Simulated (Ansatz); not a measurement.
**Lattice constant a of some fcc solids**

Method: PBE0 in Ansatz (plane waves, PAW). References are measured values corrected to a static lattice. The table is a random draw of 10 from 12 solids with such references.

Values in Å.

```
solid   reference   PBE0  error (%)
------  ---------  -----  ---------
fcc Ca     5.553¶  5.581      +0.50
fcc Ag      4.062  4.137      +1.85
fcc Ni      3.508  3.511      +0.09
fcc Sr     6.045¶  6.120      +1.24
fcc Pt      3.913  3.927      +0.36
fcc Au      4.062  4.129      +1.65
fcc Rh      3.794  3.781      -0.34
fcc Al      4.018  4.013      -0.12
fcc Pb     4.902¶  4.999      +1.98
fcc Ir      3.831  3.826      -0.13
```

Over these 10 solids the mean error is +0.71 %, the mean absolute error 0.83 % (median 0.43 %), and the worst case fcc Pb at +1.98 %; the value is too high in 7 of 10 cases. Over all 12, from unrounded values, the mean error is +0.75 % and the mean absolute error 0.85 % (median 0.71 %).

All these references are brought to a static lattice.

Spin–orbit coupling is left out, also for the solids with elements from indium on (fcc Pt, fcc Au, fcc Pb, fcc Ir); its size isn't shown.

¶ marks references of a special kind: fcc Ca, 5.553 Å (measured, low-temperature or extrapolated to 0 K; zero-point anharmonic expansion removed; as tabulated in Csonka et al. (2009), arXiv:0903.4037); fcc Sr, 6.045 Å (measured, low-temperature or extrapolated to 0 K; zero-point anharmonic expansion removed; as tabulated in Csonka et al. (2009), arXiv:0903.4037); fcc Pb, 4.902 Å (measured, low-temperature or extrapolated to 0 K; zero-point anharmonic expansion removed, our sources range from 4.902 to 4.912; as tabulated in Csonka et al. (2009), arXiv:0903.4037).

Exact exchange on metals is sensitive to the k mesh.

Differences are worked out from the printed values.

Ansatz's density-functional and Hartree–Fock values are scalar-relativistic unless marked +SOC, with PAW data made under PBE.

Ansatz's runs of these crystals have no spin polarisation, but for fcc Ni. Meta-GGAs and exact exchange favour moments, which can bear on fcc Ni, fcc Pt, fcc Rh.

Density-functional runs with spin start from parallel moments for fcc Ni.

Of the class's solids with a reference value and a result at some level, none was set aside. At least 1 more with a reference value is held back for tests. Solids without a released value at any level aren't counted. Layered and molecular crystals are counted apart. The metals Ce to Yb are counted apart.

References as tabulated in Mejia-Rodriguez and Trickey (2018), arXiv:1807.09216; Csonka et al. (2009), arXiv:0903.4037.

Ansatz is an electronic-structure program.
